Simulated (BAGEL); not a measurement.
# HF/6-31G(d) (density fitting with qzvpp-jkfit, spherical functions) run of C3H3N (E-propargylimine)

What is the vertical electron affinity of C3H3N (E-propargylimine) at HF/6-31G* (density fitting with qzvpp-jkfit, spherical functions)? 

The results are computed with BAGEL 1.2.2.

## 1. The molecule

C3H3N: 7 atoms, total charge 0, spin state singlet. SMILES: `[H]/N=C/C#C`. Geometry: relaxed at GFN2-xTB.

Bond lengths: N2–C3 1.259 Å, C3–C4 1.417 Å, C4–C5 1.201 Å, H1–N2 1.018 Å, C3–H6 1.102 Å, C5–H7 1.050 Å. Angles: N2–C3–C4 120.9°, C3–C4–C5 177.6°, N2–C3–H6 125.8°, C4–C3–H6 113.3°, H1–N2–C3 115.4°, C4–C5–H7 179.2°.

## 2. The energy at HF/6-31G(d) (density fitting with qzvpp-jkfit, spherical functions)

input.json

```json
{ "bagel": [

{
  "title": "molecule",
  "basis": "6-31gs.json",
  "df_basis": "qzvpp-jkfit",
  "angstrom": true,
  "geometry": [
    { "atom": "H", "xyz": [    0.783940,   -2.067320,    1.200570 ] },
    { "atom": "N", "xyz": [    0.112220,   -1.500030,    0.688220 ] },
    { "atom": "C", "xyz": [    0.514480,   -0.352890,    0.359800 ] },
    { "atom": "C", "xyz": [   -0.324330,    0.534880,   -0.357990 ] },
    { "atom": "C", "xyz": [   -0.997770,    1.319980,   -0.968440 ] },
    { "atom": "H", "xyz": [    1.507820,    0.069130,    0.581950 ] },
    { "atom": "H", "xyz": [   -1.596370,    1.996260,   -1.504120 ] }
  ]
},
{
  "title": "hf"
},
{
  "title": "print",
  "file": "orbitals.molden",
  "orbitals": true
}

]}
```

The basis set 6-31G* is read from a file made from the Basis Set Exchange's data (not shown).

The run is started by

```bash
$ BAGEL_NUM_THREADS=1 BAGEL input.json > input.out
```

What it wrote:

```text
* using 1 threads per process

  ===============================================================
  ===============================================================

  *** Geometry ***

  { "atom" : "H", "xyz" : [      1.481432,     -3.906669,      2.268748 ] },
  { "atom" : "N", "xyz" : [      0.212065,     -2.834646,      1.300547 ] },
  { "atom" : "C", "xyz" : [      0.972226,     -0.666865,      0.679923 ] },
  { "atom" : "C", "xyz" : [     -0.612895,      1.010777,     -0.676503 ] },
  { "atom" : "C", "xyz" : [     -1.885512,      2.494401,     -1.830086 ] },
  { "atom" : "H", "xyz" : [      2.849367,      0.130637,      1.099726 ] },
  { "atom" : "H", "xyz" : [     -3.016702,      3.772385,     -2.842375 ] },

  Number of auxiliary basis functions:      356

  Since a DF basis is specified, we compute 2- and 3-index integrals:
    o Being stored without compression. Storage requirement is 0.011 GB

  Number of basis functions:       62
  Number of electrons      :       28

    * METHOD: MOLECULE                             0.11

  *** RHF ***

  === Nuclear Repulsion ===
    90.9234373372

      * DIIS with orbital gradients will be used.

  === RHF iteration (6-31gs.json) ===
      0       -169.53424140          0.02360475           0.02
      1       -169.64590354          0.01427853           0.02
      2       -169.69610680          0.00269203           0.02
      3       -169.69870723          0.00084133           0.02
      4       -169.69894629          0.00029807           0.02
      5       -169.69899801          0.00017304           0.02
      6       -169.69901842          0.00008242           0.02
      7       -169.69902509          0.00002410           0.02
      8       -169.69902570          0.00001276           0.02
      9       -169.69902581          0.00000851           0.02
     10       -169.69902589          0.00000280           0.02
     11       -169.69902590          0.00000103           0.02
     12       -169.69902590          0.00000036           0.02
     13       -169.69902590          0.00000015           0.02
     14       -169.69902590          0.00000005           0.02
     15       -169.69902590          0.00000002           0.02
     16       -169.69902590          0.00000001           0.02
    * SCF iteration converged.

    * Permanent dipole moment:
           (   -0.656895,    -0.456936,    -0.067354) a.u.

    * METHOD: HF                                   0.36

    * METHOD: PRINT                                0.01

  ===============================================================
```

Run time: 0.6 s. Hardware: 1 thread of Arm Neoverse V1, shared host.

## 3. The doublet anion at the same level

input.json

```json
{ "bagel" : [

{
  "title" : "molecule",
  "basis" : "6-31gs.json",
  "df_basis" : "qzvpp-jkfit",
  "angstrom" : true,
  "geometry" : [
    { "atom" : "H", "xyz" : [    0.783940,   -2.067320,    1.200570 ] },
    { "atom" : "N", "xyz" : [    0.112220,   -1.500030,    0.688220 ] },
    { "atom" : "C", "xyz" : [    0.514480,   -0.352890,    0.359800 ] },
    { "atom" : "C", "xyz" : [   -0.324330,    0.534880,   -0.357990 ] },
    { "atom" : "C", "xyz" : [   -0.997770,    1.319980,   -0.968440 ] },
    { "atom" : "H", "xyz" : [    1.507820,    0.069130,    0.581950 ] },
    { "atom" : "H", "xyz" : [   -1.596370,    1.996260,   -1.504120 ] }
  ]
},
{ "title" : "uhf", "charge" : -1, "nopen" : 1 },
{ "title" : "print", "file" : "orbitals.molden", "orbitals" : true }

]}
```

The basis set 6-31G* is read from a file made from the Basis Set Exchange's data (not shown).

The run is started by

```bash
$ BAGEL_NUM_THREADS=1 BAGEL input.json > input.out
```

What it wrote:

```text
* using 1 threads per process

  ===============================================================
  ===============================================================

  *** Geometry ***

  { "atom" : "H", "xyz" : [      1.481432,     -3.906669,      2.268748 ] },
  { "atom" : "N", "xyz" : [      0.212065,     -2.834646,      1.300547 ] },
  { "atom" : "C", "xyz" : [      0.972226,     -0.666865,      0.679923 ] },
  { "atom" : "C", "xyz" : [     -0.612895,      1.010777,     -0.676503 ] },
  { "atom" : "C", "xyz" : [     -1.885512,      2.494401,     -1.830086 ] },
  { "atom" : "H", "xyz" : [      2.849367,      0.130637,      1.099726 ] },
  { "atom" : "H", "xyz" : [     -3.016702,      3.772385,     -2.842375 ] },

  Number of auxiliary basis functions:      356

  Since a DF basis is specified, we compute 2- and 3-index integrals:
    o Being stored without compression. Storage requirement is 0.011 GB

  Number of basis functions:       62
  Number of electrons      :       28

    * METHOD: MOLECULE                             0.11

  *** Open-shell HF ***

  === Nuclear Repulsion ===
    90.9234373372

      * DIIS with orbital gradients will be used.

  === UHF iteration (6-31gs.json) ===
      0       -169.38416079          0.05293639           0.04
      1       -169.56016757          0.02886871           0.04
      2       -169.60197765          0.01733782           0.04
      3       -169.62459195          0.00167451           0.04
      4       -169.62564616          0.00093100           0.04
      5       -169.62613065          0.00053210           0.04
      6       -169.62647393          0.00040381           0.04
      7       -169.62667396          0.00020099           0.04
      8       -169.62678893          0.00005270           0.04
      9       -169.62680325          0.00003590           0.04
     10       -169.62681855          0.00002153           0.04
     11       -169.62683558          0.00001495           0.04
     12       -169.62684510          0.00001233           0.04
     13       -169.62685082          0.00001199           0.04
     14       -169.62685636          0.00001202           0.04
     15       -169.62685839          0.00001187           0.04
     16       -169.62687254          0.00000747           0.04
     17       -169.62687436          0.00000392           0.04
     18       -169.62687437          0.00000290           0.04
     19       -169.62687437          0.00000134           0.04
     20       -169.62687434          0.00000082           0.04
     21       -169.62687436          0.00000049           0.04
     22       -169.62687437          0.00000029           0.04
     23       -169.62687438          0.00000021           0.04
     24       -169.62687438          0.00000016           0.04
     25       -169.62687438          0.00000007           0.04
     26       -169.62687438          0.00000005           0.04
     27       -169.62687438          0.00000003           0.04
     28       -169.62687438          0.00000001           0.04
     29       -169.62687438          0.00000001           0.04
    * SCF iteration converged.

    * S^2 (UHF) is 0.8167

    * Permanent dipole moment:
           (   -0.450723,    -0.573533,     0.065582) a.u.

    * METHOD: UHF                                  1.18

    * METHOD: PRINT                                0.01

  ===============================================================
```

Run time: 1.4 s. Hardware: 1 thread of Arm Neoverse V1, shared host.

## 4. Outcome

At HF/6-31G* (density fitting with qzvpp-jkfit, spherical functions):

| quantity | value |
| --- | --- |
| singlet C3H3N: total energy | -169.69903 Eh |
| singlet C3H3N: dipole moment | 2.04 D |
| singlet C3H3N: HOMO energy | -10.32 eV |
| singlet C3H3N: LUMO energy | 3.05 eV |
| singlet C3H3N: HOMO–LUMO gap | 13.37 eV |
| doublet anion: total energy | -169.62687 Eh |
| doublet anion: ⟨S²⟩ | 0.817 |
| vertical electron affinity (to the doublet anion) | -1.963 eV |

In words: The anion lies 1.96 eV (45 kcal/mol) above the neutral: the electron isn't bound at this level, and such a value depends on the basis. Without diffuse functions anions come out too high. Hartree–Fock misses the correlation that binds many anions.
